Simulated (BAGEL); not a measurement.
# C3H4FN (SMILES NC1(F)C=C1): HF/STO-3G (density fitting with qzvpp-jkfit)

What is the energy change on altering one bond length of C3H4FN at HF/STO-3G (density fitting with qzvpp-jkfit)? 

Program for the calculation: BAGEL 1.2.2.

1 further run of the same task is left out (set aside as unsound or not needed). Runs told in other sessions of the task aren't counted.

## 1. The structure to begin with

C3H4FN has 9 atoms, charge 0, and is taken as a singlet. SMILES: `NC1(F)C=C1`. The coordinates come from a PBE0-D4/def2-TZVP relaxation. This is one conformer, not always the lowest.

Bond lengths: N1–C2 1.410 Å, C2–F3 1.409 Å, C2–C4 1.457 Å, C2–C5 1.457 Å, C4–C5 1.300 Å, N1–H6 1.013 Å, N1–H7 1.013 Å, C4–H8 1.078 Å, C5–H9 1.078 Å. Some angles: N1–C2–F3 111.2°, N1–C2–C4 124.7°, N1–C2–C5 124.7°, F3–C2–C4 116.0°, F3–C2–C5 116.0°, C4–C2–C5 53.0°, C2–C4–C5 63.5°, C2–C5–C4 63.5°, C2–N1–H6 110.5°, C2–N1–H7 110.5°.

## 2. A single-point energy at HF/STO-3G (density fitting with qzvpp-jkfit)

Contents of input.json:

```json
{ "bagel": [

{
  "title": "molecule",
  "basis": "sto-3g",
  "df_basis": "qzvpp-jkfit",
  "angstrom": true,
  "geometry": [
    { "atom": "N", "xyz": [      -0.377300,       0.877100,      -1.013000 ] },
    { "atom": "C", "xyz": [       0.137600,      -0.161200,      -0.210200 ] },
    { "atom": "F", "xyz": [       0.837000,      -1.105900,      -0.986500 ] },
    { "atom": "C", "xyz": [      -0.502200,      -0.673000,       0.994600 ] },
    { "atom": "C", "xyz": [       0.596500,       0.002000,       1.163000 ] },
    { "atom": "H", "xyz": [      -1.009800,       0.505800,      -1.711800 ] },
    { "atom": "H", "xyz": [       0.371800,       1.354900,      -1.499700 ] },
    { "atom": "H", "xyz": [      -1.313600,      -1.240900,       1.419200 ] },
    { "atom": "H", "xyz": [       1.348600,       0.394800,       1.827200 ] }
  ]
},

{ "title": "hf" },

{ "title": "print", "file": "orbitals.molden", "orbitals": true }

]}
```

Started as:

```sh
$ BAGEL_NUM_THREADS=1 BAGEL input.json > input.out
```

Log:

```text
* using 1 threads per process

  ===============================================================
  ===============================================================

  *** Geometry ***

  { "atom" : "N", "xyz" : [     -0.712994,      1.657479,     -1.914293 ] },
  { "atom" : "C", "xyz" : [      0.260026,     -0.304624,     -0.397220 ] },
  { "atom" : "F", "xyz" : [      1.581701,     -2.089848,     -1.864215 ] },
  { "atom" : "C", "xyz" : [     -0.949020,     -1.271786,      1.879522 ] },
  { "atom" : "C", "xyz" : [      1.127222,      0.003779,      2.197751 ] },
  { "atom" : "H", "xyz" : [     -1.908245,      0.955823,     -3.234833 ] },
  { "atom" : "H", "xyz" : [      0.702600,      2.560390,     -2.834022 ] },
  { "atom" : "H", "xyz" : [     -2.482344,     -2.344961,      2.681899 ] },
  { "atom" : "H", "xyz" : [      2.548485,      0.746064,      3.452908 ] },

  Number of auxiliary basis functions:      451

  Since a DF basis is specified, we compute 2- and 3-index integrals:
    o Being stored without compression. Storage requirement is 0.003 GB

  Number of basis functions:       29
  Number of electrons      :       38

    * METHOD: MOLECULE                             0.16

  *** RHF ***

  === Nuclear Repulsion ===
   167.9019372275

      * DIIS with orbital gradients will be used.

  === RHF iteration (sto-3g) ===
      0       -266.08583226          0.01666926           0.02
      1       -266.17251012          0.00422923           0.02
      2       -266.17801937          0.00111998           0.02
      3       -266.17870909          0.00020049           0.02
      4       -266.17873048          0.00004743           0.02
      5       -266.17873197          0.00000826           0.02
      6       -266.17873201          0.00000258           0.02
      7       -266.17873201          0.00000084           0.02
      8       -266.17873201          0.00000016           0.02
      9       -266.17873201          0.00000004           0.02
     10       -266.17873201          0.00000001           0.02
     11       -266.17873201          0.00000000           0.02
    * SCF iteration converged.

    * Permanent dipole moment:
           (    0.023789,    -0.008861,    -0.120772) a.u.

    * METHOD: HF                                   0.30

    * METHOD: PRINT                                0.00

  ===============================================================
```

Run time: 0.6 s. Hardware: 1 thread of Arm Neoverse V1, shared host; peak memory 0.081 GiB.

## 3. The distorted shape

Contents of hf.json:

```json
{ "bagel" : [

{
  "title" : "molecule",
  "basis" : "sto-3g",
  "df_basis" : "qzvpp-jkfit",
  "angstrom" : true,
  "geometry" : [
    { "atom" : "N", "xyz" : [      -0.602922,       0.759264,      -1.212253 ] },
    { "atom" : "C", "xyz" : [      -0.088022,      -0.279036,      -0.409453 ] },
    { "atom" : "F", "xyz" : [       0.611378,      -1.223736,      -1.185753 ] },
    { "atom" : "C", "xyz" : [      -0.727822,      -0.790836,       0.795347 ] },
    { "atom" : "C", "xyz" : [       0.370878,      -0.115836,       0.963747 ] },
    { "atom" : "H", "xyz" : [      -1.235422,       0.387964,      -1.911053 ] },
    { "atom" : "H", "xyz" : [       0.146178,       1.237064,      -1.698953 ] },
    { "atom" : "H", "xyz" : [      -1.539222,      -1.358736,       1.219947 ] },
    { "atom" : "H", "xyz" : [       1.348600,       0.394800,       1.827200 ] }
  ]
},

{ "title" : "hf" },

{ "title" : "print", "file" : "orbitals.molden", "orbitals" : true }

]}
```

Started as:

```sh
$ BAGEL_NUM_THREADS=1 BAGEL hf.json > hf.out
```

Log:

```text
* using 1 threads per process

  ===============================================================
  ===============================================================

  *** Geometry ***

  { "atom" : "N", "xyz" : [     -1.139357,      1.434801,     -2.290826 ] },
  { "atom" : "C", "xyz" : [     -0.166337,     -0.527302,     -0.773754 ] },
  { "atom" : "F", "xyz" : [      1.155337,     -2.312526,     -2.240748 ] },
  { "atom" : "C", "xyz" : [     -1.375384,     -1.494463,      1.502988 ] },
  { "atom" : "C", "xyz" : [      0.700858,     -0.218898,      1.821218 ] },
  { "atom" : "H", "xyz" : [     -2.334609,      0.733146,     -3.611367 ] },
  { "atom" : "H", "xyz" : [      0.276236,      2.337712,     -3.210556 ] },
  { "atom" : "H", "xyz" : [     -2.908708,     -2.567639,      2.305366 ] },
  { "atom" : "H", "xyz" : [      2.548485,      0.746064,      3.452908 ] },

  Number of auxiliary basis functions:      451

  Since a DF basis is specified, we compute 2- and 3-index integrals:
    o Being stored without compression. Storage requirement is 0.003 GB

  Number of basis functions:       29
  Number of electrons      :       38

    * METHOD: MOLECULE                             0.15

  *** RHF ***

  === Nuclear Repulsion ===
   166.6838862383

      * DIIS with orbital gradients will be used.

  === RHF iteration (sto-3g) ===
      0       -266.02002363          0.01752618           0.02
      1       -266.11264912          0.00477935           0.02
      2       -266.11947493          0.00128034           0.02
      3       -266.12036576          0.00027254           0.02
      4       -266.12039447          0.00009499           0.02
      5       -266.12039794          0.00003133           0.02
      6       -266.12039831          0.00000785           0.02
      7       -266.12039834          0.00000280           0.02
      8       -266.12039835          0.00000094           0.02
      9       -266.12039835          0.00000026           0.02
     10       -266.12039835          0.00000009           0.02
     11       -266.12039835          0.00000002           0.02
     12       -266.12039835          0.00000001           0.02
    * SCF iteration converged.

    * Permanent dipole moment:
           (   -0.048486,    -0.049375,    -0.160601) a.u.

    * METHOD: HF                                   0.31

    * METHOD: PRINT                                0.00

  ===============================================================
```

Run time: 0.6 s. Hardware: 1 thread of Arm Neoverse V1, shared host; peak memory 0.081 GiB.

## 4. What came out

Level: HF/STO-3G (density fitting with qzvpp-jkfit).

| quantity | value |
| --- | --- |
| first shape: total energy | -266.17873 Eh |
| first shape: dipole moment | 0.31 D |
| first shape: HOMO energy | -9.00 eV |
| first shape: LUMO energy | 8.31 eV |
| first shape: HOMO–LUMO gap | 17.31 eV |
| distorted shape: total energy | -266.12040 Eh |
| distorted shape: dipole moment | 0.44 D |
| distorted shape: HOMO energy | -8.91 eV |
| distorted shape: LUMO energy | 8.54 eV |
| distorted shape: HOMO–LUMO gap | 17.45 eV |
| energy change with the C5–H9 bond stretched from 1.078 to 1.401 Å | 1.587 eV |

**Reading.** With the C5–H9 bond stretched from 1.078 to 1.401 Å the energy rises by 1.59 eV (153 kJ/mol). The first shape isn't relaxed at this level, so the change isn't measured from a minimum. The minimal basis adds a large error of its own.
